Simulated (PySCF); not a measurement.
Molfile (atoms numbered from 1):
```
C4H11OP
     RDKit          3D

 17 16  0  0  0  0  0  0  0  0999 V2000
   -2.3063    0.2801   -0.0973 C   0  0  0  0  0  0  0  0  0  0  0  0
   -1.4850   -0.9481    0.2632 C   0  0  0  0  0  0  0  0  0  0  0  0
    0.2809   -0.8736   -0.1801 P   0  0  0  0  0  5  0  0  0  0  0  0
    1.0451   -2.1349    0.0722 O   0  0  0  0  0  0  0  0  0  0  0  0
    0.9724    0.5891    0.6617 C   0  0  0  0  0  0  0  0  0  0  0  0
    2.4802    0.6737    0.4663 C   0  0  0  0  0  0  0  0  0  0  0  0
   -1.9936    1.1663    0.4755 H   0  0  0  0  0  0  0  0  0  0  0  0
   -3.3733    0.1145    0.1129 H   0  0  0  0  0  0  0  0  0  0  0  0
   -2.2183    0.5260   -1.1676 H   0  0  0  0  0  0  0  0  0  0  0  0
   -1.5176   -1.1658    1.3441 H   0  0  0  0  0  0  0  0  0  0  0  0
   -1.8638   -1.8535   -0.2394 H   0  0  0  0  0  0  0  0  0  0  0  0
    0.2281   -0.4478   -1.5493 H   0  0  0  0  0  0  0  0  0  0  0  0
    0.4555    1.4950    0.3037 H   0  0  0  0  0  0  0  0  0  0  0  0
    0.7236    0.4725    1.7308 H   0  0  0  0  0  0  0  0  0  0  0  0
    2.7402    0.8467   -0.5899 H   0  0  0  0  0  0  0  0  0  0  0  0
    2.9125    1.4946    1.0570 H   0  0  0  0  0  0  0  0  0  0  0  0
    2.9542   -0.2698    0.7733 H   0  0  0  0  0  0  0  0  0  0  0  0
  1  2  1  0
  2  3  1  0
  3  4  2  0
  3  5  1  0
  5  6  1  0
  1  7  1  0
  1  8  1  0
  1  9  1  0
  2 10  1  0
  2 11  1  0
  3 12  1  0
  5 13  1  0
  5 14  1  0
  6 15  1  0
  6 16  1  0
  6 17  1  0
M  END
```

Geometry: PBE0-D3(BJ)/def2-SVP; GIAO absolute shieldings from PySCF 2.14, gas phase, non-relativistic, averaged over equivalent atoms.

At PBE0/pcSseg-0 (80 basis functions, 10 s wall time on 1 thread of an AMD EPYC 7R43 64-Core, shared host):
| atoms | σ (ppm) |
| --- | --- |
| C2/C5 | 169.9 |
| C1/C6 | 185.6 |
| P3 | 339.0 |
| O4 | 245.8 |
| H12 | 25.60 |
| H10/H13 | 31.55 |
| H11/H14 | 31.67 |
| H7/H8/H9/H15/H16/H17 | 31.71 |

Question: Predict the values at PBE0/cc-pVDZ on the same geometry.

Answer: 
| atoms | σ at PBE0/cc-pVDZ | change |
| --- | --- | --- |
| C2/C5 | 170.9 | +1.0 |
| C1/C6 | 188.6 | +3.0 |
| P3 | 381.3 | +42.3 |
| O4 | 252.9 | +7.1 |
| H12 | 24.61 | -0.99 |
| H10/H13 | 30.03 | -1.52 |
| H11/H14 | 29.88 | -1.79 |
| H7/H8/H9/H15/H16/H17 | 30.32 | -1.39 |

The largest change is at P3 (phosphorus bonded to 2 C, O, H). Cost: 143 basis functions, 25 s wall time on 1 thread of an AMD EPYC 7R43 64-Core, shared host.
